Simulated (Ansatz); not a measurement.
```xyz
6

O    -1.250   -0.167   -0.993
C    -0.298   -0.817   -0.696
S     0.859   -0.490    0.617
S     0.069    1.137    1.548
H     0.012   -1.741   -1.225
H     0.608    2.077    0.749
```

The species carries charge 0 and has multiplicity 1.

List the r2SCAN/def2-TZVPP orbital energies in eV (Ansatz). (Estimate.)

Computed: Occupied: -2410.52, -2410.27, -516.31, -276.34, -214.88, -214.64, -159.00, -158.85, -158.76, -158.75, -158.64, -158.46, -28.38, -21.69, -18.56, -15.26, -12.45, -11.99, -11.15, -10.57, -9.48, -7.36, -7.10, -6.55. Lowest empty: -2.10, -1.85, -0.23, 0.31, 2.48, 3.34, 4.53, 4.91.
